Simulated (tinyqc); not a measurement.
Worked calculation: FCI on RHF in the sto-3g basis, for HF, spin multiplicity 1. One step of it, computed by the program tinyqc.

Task: FCI: roots. Diagonalise (each vector has its largest component positive (the first on a tie)); all determinants have Ms = 0, so triplets appear too. The lowest singlet root is the correlation energy.

Occupation strings over the orbitals (2 doubly, a alpha, b beta, 0 empty; spin orbitals ordered 1a 1b 2a 2b ...): 222220 22a22b 2a222b a2222b 22b22a 2b222a b2222a 222202 222022 220222 2ab222 a2b222 2ba222 202222 ab2222 b2a222 ba2222 022222

H - E(HF) between determinants (hartree), order 222220, 22a22b, 2a222b, a2222b, 22b22a, 2b222a, b2222a, 222202, 222022, 220222, 2ab222, a2b222, 2ba222, 202222, ab2222, b2a222, ba2222, 022222:
```
[[0.000000, 0.000000, 0.000000, 0.000000, 0.000000, 0.000000, 0.000000, 0.029814, 0.029814, 0.215037, -0.043536, 0.005411, 0.043536, 0.092365, -0.018129, -0.005411, 0.018129, 0.021530],
 [0.000000, 0.504054, -0.010160, -0.017318, -0.215037, -0.043536, 0.005411, 0.020282, 0.020282, 0.079797, 0.087453, 0.001676, -0.033151, 0.068314, -0.020007, -0.015637, 0.023918, 0.011299],
 [0.000000, -0.010160, 1.295359, 0.027203, -0.043536, -0.092365, -0.018129, 0.032935, 0.032935, -0.087453, -0.193136, 0.006818, 0.068314, 0.041358, 0.004555, 0.023918, -0.010391, 0.020067],
 [0.000000, -0.017318, 0.027203, 25.516647, 0.005411, -0.018129, -0.021530, 0.008130, 0.008130, -0.001676, 0.006818, -0.379756, 0.020007, -0.004555, -0.123496, 0.011299, 0.020067, -0.133043],
 [0.000000, -0.215037, -0.043536, 0.005411, 0.504054, -0.010160, -0.017318, -0.020282, -0.020282, -0.079797, -0.033151, -0.015637, 0.087453, -0.068314, 0.023918, 0.001676, -0.020007, -0.011299],
 [0.000000, -0.043536, -0.092365, -0.018129, -0.010160, 1.295359, 0.027203, -0.032935, -0.032935, 0.087453, 0.068314, 0.023918, -0.193136, -0.041358, -0.010391, 0.006818, 0.004555, -0.020067],
 [0.000000, 0.005411, -0.018129, -0.021530, -0.017318, 0.027203, 25.516647, -0.008130, -0.008130, 0.001676, 0.020007, 0.011299, 0.006818, 0.004555, 0.020067, -0.379756, -0.123496, 0.133043],
 [0.029814, 0.020282, 0.032935, 0.008130, -0.020282, -0.032935, -0.008130, 0.998529, 0.053770, 0.038730, 0.032779, 0.008363, -0.032779, 0.187079, -0.039833, -0.008363, 0.039833, 0.029554],
 [0.029814, 0.020282, 0.032935, 0.008130, -0.020282, -0.032935, -0.008130, 0.053770, 0.998529, 0.038730, 0.032779, 0.008363, -0.032779, 0.187079, -0.039833, -0.008363, 0.039833, 0.029554],
 [0.215037, 0.079797, -0.087453, -0.001676, -0.079797, 0.087453, 0.001676, 0.038730, 0.038730, 1.083680, 0.087052, 0.032192, -0.087052, 0.143635, -0.020676, -0.032192, 0.020676, 0.018830],
 [-0.043536, 0.087453, -0.193136, 0.006818, -0.033151, 0.068314, 0.020007, 0.032779, 0.032779, 0.087052, 1.891451, 0.027180, -0.143635, 0.105288, 0.006134, -0.020676, 0.020861, 0.017274],
 [0.005411, 0.001676, 0.006818, -0.379756, -0.015637, 0.023918, 0.011299, 0.008363, 0.008363, 0.032192, 0.027180, 26.117776, -0.020676, -0.006134, -0.194909, -0.018830, 0.017274, -0.089842],
 [0.043536, -0.033151, 0.068314, 0.020007, 0.087453, -0.193136, 0.006818, -0.032779, -0.032779, -0.087052, -0.143635, -0.020676, 1.891451, -0.105288, 0.020861, 0.027180, 0.006134, -0.017274],
 [0.092365, 0.068314, 0.041358, -0.004555, -0.068314, -0.041358, 0.004555, 0.187079, 0.187079, 0.143635, 0.105288, -0.006134, -0.105288, 2.841018, -0.014278, 0.006134, 0.014278, 0.078703],
 [-0.018129, -0.020007, 0.004555, -0.123496, 0.023918, -0.010391, 0.020067, -0.039833, -0.039833, -0.020676, 0.006134, -0.194909, 0.020861, -0.014278, 27.217053, 0.017274, -0.078703, 0.481058],
 [-0.005411, -0.015637, 0.023918, 0.011299, 0.001676, 0.006818, -0.379756, -0.008363, -0.008363, -0.032192, -0.020676, -0.018830, 0.027180, 0.006134, 0.017274, 26.117776, -0.194909, 0.089842],
 [0.018129, 0.023918, -0.010391, 0.020067, -0.020007, 0.004555, -0.123496, 0.039833, 0.039833, 0.020676, 0.020861, 0.017274, 0.006134, 0.014278, -0.078703, -0.194909, 27.217053, -0.481058],
 [0.021530, 0.011299, 0.020067, -0.133043, -0.011299, -0.020067, 0.133043, 0.029554, 0.029554, 0.018830, 0.017274, -0.089842, -0.017274, 0.078703, 0.481058, 0.089842, -0.481058, 55.375954]]
```

Give: lowest roots of this matrix, relative to E(HF); lowest vectors; <S^2> of these roots; weight of the ground state by excitation level 0, 1, 2, ....

Result:

lowest roots of this matrix, relative to E(HF) (hartree): [-0.0474, 0.2843, 0.6750, 0.9448, 0.9747, 1.1178, 1.1776, 1.3315]

lowest vectors, order 222220, 22a22b, 2a222b, a2222b, 22b22a, 2b222a, b2222a, 222202, 222022, 220222, 2ab222, a2b222, 2ba222, 202222, ab2222, b2a222, ba2222, 022222:
```
[[0.9800, 0.0000, -0.0684, 0.0000],
 [0.0185, 0.7057, 0.6787, 0.0000],
 [-0.0054, 0.0381, -0.0807, 0.0000],
 [0.0000, 0.0003, 0.0007, 0.0000],
 [-0.0185, 0.7057, -0.6787, 0.0000],
 [0.0054, 0.0381, 0.0807, 0.0000],
 [0.0000, 0.0003, -0.0007, 0.0000],
 [-0.0181, 0.0000, -0.0123, 0.7071],
 [-0.0181, 0.0000, -0.0123, -0.7071],
 [-0.1900, 0.0000, -0.2302, 0.0000],
 [0.0284, -0.0229, -0.0615, 0.0000],
 [0.0000, 0.0003, -0.0001, 0.0000],
 [-0.0284, -0.0229, 0.0615, 0.0000],
 [-0.0223, 0.0000, -0.0134, 0.0000],
 [0.0005, -0.0001, 0.0009, 0.0000],
 [0.0000, 0.0003, 0.0001, 0.0000],
 [-0.0005, -0.0001, -0.0009, 0.0000],
 [-0.0003, 0.0000, -0.0001, 0.0000]]
```

<S^2> of these roots: [0.0000, 2.0000, 0.0000, 0.0000, 0.0000, 0.0000, 2.0000, 0.0000]

weight of the ground state by excitation level 0, 1, 2, ...: [0.9604, 0.0007, 0.0389]
